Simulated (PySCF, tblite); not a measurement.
C₄H₅FO.
SMILES with atom numbers: `[CH3:1]/[CH:2]=[CH:3]/[C:4](=[O:5])[F:6]` (hydrogens: H7, H8, H9 on C1; H10 on C2; H11 on C3)

Computed geometry: GFN2-xTB, gas phase.

Question: List the bond lengths, angles and torsions at this level.

Answer: 
| bond | length (Å) | order |
| --- | --- | --- |
| C1–C2 | 1.480 | single |
| C2=C3 | 1.335 | double |
| C3–C4 | 1.452 | single |
| C4=O5 | 1.185 | double |
| C4–F6 | 1.372 | single |
| C1–H7, C1–H8, C1–H9 | 1.089 | single |
| C2–H10 | 1.083 | single |
| C3–H11 | 1.080 | single |

Bonds in one row agree within 0.01 Å and their mean is given. Orders are formal, as drawn. A selection of angles:
| angle | degrees |
| --- | --- |
| C2–C1–H7 | 109.9 |
| C2–C1–H9 | 111.6 |
| H7–C1–H8 | 107.1 |
| H7–C1–H9 | 109.3 |
| C1–C2–C3 | 124.8 |
| C1–C2–H10 | 116.7 |
| C3–C2–H10 | 118.5 |
| C2–C3–C4 | 121.0 |
| C2–C3–H11 | 122.4 |
| C4–C3–H11 | 116.6 |
| C3–C4–O5 | 130.3 |
| C3–C4–F6 | 110.8 |
| O5–C4–F6 | 118.8 |

Torsions: C1–C2–C3–C4 179° (antiperiplanar); C2–C3–C4–O5 -1° (synperiplanar).

Of the pairs four or more bonds apart, O5···H10 is among the closest relative to their van der Waals radii: 2.63 Å, 97 % of the sum of Bondi's values. The 3 C–C bonds span 1.335 Å (C2=C3, drawn double) to 1.480 Å (C1–C2, drawn single), a spread of 0.145 Å. The 6 heavy atoms lie in one plane (0.005 Å rms).

Point group: Cs (every atom within 0.08 Å of its image). Its GFN2-xTB frequencies are all real (lowest 96 cm⁻¹). The numbers are those of one conformer. 3 starts were optimised and ended at 0.00, 0.27 and 0.28 kcal/mol (GFN2-xTB); the lowest of these is shown.
